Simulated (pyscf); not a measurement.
# Atom transfer: Cl–GaH₂ (SMILES [Cl][GaH2]) + CH₃• (SMILES [CH3]) → H₃C–Cl (SMILES CCl) + GaH₂• (SMILES [GaH2])

Gas phase, doublet surface, charge 0. Bonds broken: Cl1–Ga2. Bonds formed: Cl1–C5. Optimised with ωB97X-D3(BJ)/def2-SVP in PySCF.

Transition state (Å):

```xyz
8

Cl    -0.7718     0.6527     0.5638
Ga     0.9267     1.1999    -0.8975
H      2.3086     1.1983    -0.1558
H      0.6231     0.6299    -2.3267
C     -1.3540    -1.1029     1.4677
H     -2.2142    -0.7994     2.0731
H     -1.6012    -1.7663     0.6334
H     -0.4793    -1.4097     2.0489
```

One imaginary mode, 711i cm⁻¹; descent along it reached the two sides named, in the forms told below.

| bond | change | reactant side (Å) | saddle | product side |
|---|---|---|---|---|
| Cl1–Ga2 | breaks | 2.175 | 2.306 | 2.7 |
| Cl1–C5 | forms | 3.5 | 2.059 | 1.790 |

Electronic energies relative to the separated reactants (kJ/mol):

```
level                   barrier  reaction energy  reverse barrier
----------------------  -------  ---------------  ---------------
ωB97X-D3(BJ)/def2-TZVP    113.9           +102.1             11.8
PBE/def2-TZVP              56.8            +78.2            -21.4
r²SCAN/def2-TZVP           81.4           +105.2            -23.8
B3LYP-D3(BJ)/def2-TZVP     83.0            +90.2             -7.3
PBE0-D3(BJ)/def2-TZVP      82.8            +88.3             -5.5
M06-2X/def2-TZVP           98.8            +88.2             10.6
ωB97M-D3(BJ)/def2-TZVP    109.9            +86.6             23.3
HF/def2-TZVP              198.6           +127.6             71.0
```

With ωB97M-D3(BJ)/def2-TZVP energies and thermal terms (ideal gas, 1 atm, RRHO with modes under 100 cm⁻¹ raised to 100, one conformer, R ln 2 for chiral ones without a mode under 150 cm⁻¹), in kJ/mol:

| T (K) | ΔH‡ | ΔG‡ | ΔH | ΔG |
|---|---|---|---|---|
| 298 | 118.5 | 155.0 | +95.0 | +95.1 |
| 600 | 118.2 | 192.2 | +91.3 | +96.8 |
| 900 | 119.4 | 229.0 | +89.4 | +100.0 |
| 1200 | 121.3 | 265.2 | +88.5 | +103.7 |

On the reactant side the descent ends in a bound adduct (not fully relaxed), 38.6 kJ/mol under the separated species and 152.5 kJ/mol under the saddle at ωB97X-D3(BJ)/def2-TZVP. On the product side the descent ends in an adduct with a Cl–Ga contact, 40.0 kJ/mol under the separated species and 51.7 kJ/mol under the saddle at ωB97X-D3(BJ)/def2-TZVP. At PBE, r²SCAN, B3LYP-D3(BJ), PBE0-D3(BJ) the saddle lies under the separated products, which points to a path from their complex (located at ωB97X-D3(BJ) alone), and parting the products costs more than the saddle. What is counted as broken (Cl–Ga) persists as a longer contact in the product adduct; parting that adduct is a step of its own. This is the saddle that the search found; another between the same sides may lie lower. The angle at the transferred Cl is 134°. Elements up to Kr have no core potential and no relativistic terms here.
